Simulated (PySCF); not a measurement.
Compound: C₃H₅N₃.
Geometry (GFN2-xTB, Å), atoms numbered from 1 in this order:
```xyz
11
C3H5N3 angstrom
C     -1.4289    0.1515   -0.0154
N     -0.0023    0.0026   -0.0148
C      0.7264   -1.1447   -0.0962
N      1.9964   -0.8841   -0.0336
N      2.1367    0.4439    0.0929
C      0.9496    0.9688    0.1052
H     -1.6973    1.1129   -0.4526
H     -1.8788   -0.6482   -0.6031
H     -1.8230    0.1055    1.0033
H      0.2951   -2.1188   -0.2024
H      0.7315    2.0133    0.1908
```

Theory: PBE0/pcSseg-1 in PySCF (dipole) on a GFN2-xTB geometry, gas phase.

Masses are those of the commonest isotopes; rigid-rotor values at the optimised geometry. 

(1) What are A, B and C (MHz)?

(2) Classify the top.

(3) What does the inertial defect say?

(4) List the rotational levels J(Ka,Kc) to J = 4 (K).

(5) Predict some low-J microwave lines.

(6) Estimate the classical rotational partition function at 50 K, 298.15 K and 500 K.

## Answers

(1) Ia = 51.90, Ib = 136.10, Ic = 184.82 u·Å²; 505379 MHz·u·Å²/I gives A = 9737, B = 3713, C = 2734 MHz.

(2) An asymmetric top; Ray's κ = -0.720.

(3) Not planar: Δ = Ic − Ia − Ib = -3.18 u·Å². For a rigid frame Δ = −2 Σ m c², so Σ m c² = 1.59 u·Å² lies off the ab plane, practically all of it from hydrogen. The atom farthest from that plane is 1.04 Å away.

(4) Above 0(0,0), as E/k:
J = 1: 1(0,1) 0.309, 1(1,1) 0.599, 1(1,0) 0.646
J = 2: 2(0,2) 0.923, 2(1,2) 1.170, 2(1,1) 1.311, 2(2,1) 2.179, 2(2,0) 2.184
J = 3: 3(0,3) 1.831, 3(1,3) 2.025, 3(1,2) 2.307, 3(2,2) 3.107, 3(2,1) 3.133, 3(3,1) 4.673, 3(3,0) 4.674
J = 4: 4(0,4) 3.019, 4(1,4) 3.159, 4(1,3) 3.627, 4(2,3) 4.341, 4(2,2) 4.416, 4(3,2) 5.920, 4(3,1) 5.923, 4(4,1) 8.100, 4(4,0) 8.100
The levels of one J sum to (2J + 1)J(J + 1)(A + B + C)/3.

(5) The dipole components are |μa| = 6.31 D, |μb| = 0.00 D, |μc| = 0.02 D; the mirror of this Cs structure is the ac plane, so μb vanishes by symmetry and there are no b-type lines. Intensities carry the squares of the components, which stand as 1.00 : 0.00 (a : c). Some lines, for components of 0.1 D or more:

| type | branch | J(Ka,Kc) | MHz | lower level (cm⁻¹) |
| --- | --- | --- | --- | --- |
| a | Q | 2(1,1) ← 2(1,2) | 2937 | 0.814 |
| a | Q | 3(1,2) ← 3(1,3) | 5865 | 1.408 |
| a | Q | 4(1,3) ← 4(1,4) | 9734 | 2.196 |
| a | Q | 5(1,4) ← 5(1,5) | 14470 | 3.176 |
| a | R | 3(0,3) ← 2(0,2) | 18913 | 0.642 |
| a | R | 3(2,2) ← 2(2,1) | 19343 | 1.514 |
| a | R | 3(1,2) ← 2(1,1) | 20739 | 0.911 |
| a | R | 4(0,4) ← 3(0,3) | 24767 | 1.272 |
| a | R | 4(2,3) ← 3(2,2) | 25705 | 2.160 |
| a | R | 4(3,1) ← 3(3,0) | 26036 | 3.248 |
| a | R | 4(2,2) ← 3(2,1) | 26729 | 2.178 |
| a | R | 5(1,5) ← 4(1,4) | 29385 | 2.196 |
| a | R | 5(0,5) ← 4(0,4) | 30364 | 2.099 |
| a | R | 5(4,2) ← 4(4,1) | 32483 | 5.630 |
| a | R | 5(4,1) ← 4(4,0) | 32486 | 5.630 |
| a | R | 5(3,3) ← 4(3,2) | 32542 | 4.115 |
| a | R | 5(3,2) ← 4(3,1) | 32701 | 4.117 |
| a | R | 5(2,3) ← 4(2,2) | 33866 | 3.069 |

(6) Point group Cs, symmetry number σ = 1; q = (√π/σ)·√((kT/h)³/(ABC)), k/h = 20836.6 MHz/K: 5990 at 50 K, 87300 at 298.15 K, 190000 at 500 K.

No frequency check. Constants of a rigid frame at the computed geometry: no zero-point averaging, no centrifugal distortion. A rigid rotor knows nothing of internal rotation, which can split or shift real lines. Quadrupole hyperfine structure (14N) is left out.
